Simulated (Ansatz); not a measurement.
The input, for Ansatz 0.2.0:

```yaml
crystal:
  periodic: [false, false, false]
  atoms:
    - {symbol: B, position_ang: [0.000000, 0.000000, 1.782800]}
    - {symbol: Ga, position_ang: [0.000000, 0.000000, -0.119700]}
    - {symbol: H, position_ang: [0.000000, 0.000000, -1.663100]}
basis:
  gaussian: {orbitals: cc-pVDZ}
magnetization: {spin_polarized: true, initial_magnetization: 1}
correlation: {method: bccd, electrons: outside_noble_gas}
```

```sh
$ ansatz run in.yaml --threads 1 --pin off --events-out ev --progress --plain --max-ram 2393MiB
```

Question: Roughly how long does this take on 1 thread of AMD EPYC 7B13, shared host, and how much host memory?

Answer: 21 s wall and 0.16 GiB.

```
499 factors; integrals over basis functions are off by at most 9.7e-4 eV
mean field evaluation 1: about -53014.8246 eV, gradient 6.7e0 eV
mean field evaluation 2: about -53014.8398 eV, gradient 6.7e0 eV
mean field evaluation 4: about -53015.4715 eV, gradient 8.4e-1 eV
mean field evaluation 8: about -53015.5108 eV, gradient 1.4e-1 eV
mean field evaluation 16: about -53015.6886 eV, gradient 1.1e0 eV
mean field evaluation 32: about -53015.5427 eV, gradient 1.8e-1 eV
mean field evaluation 64: about -53015.5122 eV, gradient 1.4e-6 eV
mean field evaluation 96: about -53015.5122 eV, gradient 1.5e-3 eV
mean field evaluation 128: about -53016.1299 eV, gradient 2.0e0 eV
mean field evaluation 160: about -53016.2138 eV, gradient 1.9e-6 eV
...
mean field -53016.21376620 eV, -1948.3099202275 hartree, gradient 5.8e-6 eV, S^2 1.766341; 26 other end points of the search recorded, 0 dependent functions left out
determinant -53016.21376620 eV, -1948.3099202275 hartree, with singles and doubles -53019.54878999 eV, -1948.4324800912 hartree
determinant -53016.20312611 eV, -1948.3095292113 hartree, with singles and doubles -53019.58704808 eV, -1948.4338860500 hartree
determinant -53016.15833383 eV, -1948.3078831256 hartree, with singles and doubles -53019.58197355 eV, -1948.4336995644 hartree
determinant -53015.99466062 eV, -1948.3018682461 hartree, with singles and doubles -53019.49339370 eV, -1948.4304443152 hartree
determinant -53015.54339595 eV, -1948.2852845754 hartree, with singles and doubles -53019.27182832 eV, -1948.4223019374 hartree
determinant -53015.51877790 eV, -1948.2843798784 hartree, with singles and doubles -53018.95551213 eV, -1948.4106775318 hartree
determinant -53015.51218249 eV, -1948.2841375016 hartree, with singles and doubles -53019.31602355 eV, -1948.4239260822 hartree
determinant -53013.83490707 eV, -1948.2224987669 hartree, with singles and doubles -53017.58327645 eV, -1948.3602488009 hartree
determinant -53013.41414695 eV, -1948.2070361177 hartree, with singles and doubles -53017.68047789 eV, -1948.3638208878 hartree
determinant -53013.11397974 eV, -1948.1960051762 hartree, with singles and doubles -53016.25381750 eV, -1948.3113920856 hartree
determinant -53016.21376620 eV, -1948.3099202275 hartree, with singles and doubles -53019.60452437 eV, -1948.4345282918 hartree
determinant -53016.20312611 eV, -1948.3095292113 hartree, with singles and doubles -53019.61772545 eV, -1948.4350134227 hartree
determinant -53016.15833383 eV, -1948.3078831256 hartree, with singles and doubles -53019.62239550 eV, -1948.4351850438 hartree
determinant -53015.99466062 eV, -1948.3018682461 hartree, with singles and doubles -53019.56004711 eV, -1948.4328937827 hartree
determinant -53015.54339595 eV, -1948.2852845754 hartree, with singles and doubles -53019.30906089 eV, -1948.4236702092 hartree
determinant -53015.51218249 eV, -1948.2841375016 hartree, with singles and doubles -53019.31751849 eV, -1948.4239810205 hartree
15 core orbitals not correlated: weight in the atoms' cores, before any rotation towards them, 0.997 or more for the frozen orbitals, at most 0.002 for the correlated occupied ones
reference -53016.21376620 eV, -1948.3099202275 hartree; 4, 3 occupied and 27, 28 virtual orbitals, 499 factors
second order -2.42210994 eV of doubles, -0.00000000 eV of singles
...
cycle   9  -3.39616303 eV  change   -2.7e-4 eV  update   1.7e-4
cycle  10  -3.39628286 eV  change   -1.2e-4 eV  update   1.0e-4
cycle  11  -3.39635415 eV  change   -7.1e-5 eV  update   6.7e-5
cycle  12  -3.39642944 eV  change   -7.5e-5 eV  update   4.6e-5
cycle  13  -3.39650388 eV  change   -7.4e-5 eV  update   3.3e-5
cycle  14  -3.39654918 eV  change   -4.5e-5 eV  update   2.1e-5
cycle  15  -3.39657671 eV  change   -2.8e-5 eV  update   1.4e-5
cycle  16  -3.39659299 eV  change   -1.6e-5 eV  update   8.4e-6
cycle  17  -3.39660132 eV  change   -8.3e-6 eV  update   4.5e-6
cycle  18  -3.39660401 eV  change   -2.7e-6 eV  update   2.0e-6
WARN: the results are in doubt because among natural orbitals full CI differs from the method by +0.789 eV
Total energy: -53019.61037021 eV, -1948.4347431226 hartree
In doubt: among natural orbitals full CI differs from the method by +0.789 eV
```

The singles that turn the determinant into the Brueckner one have T1 = 0.061.
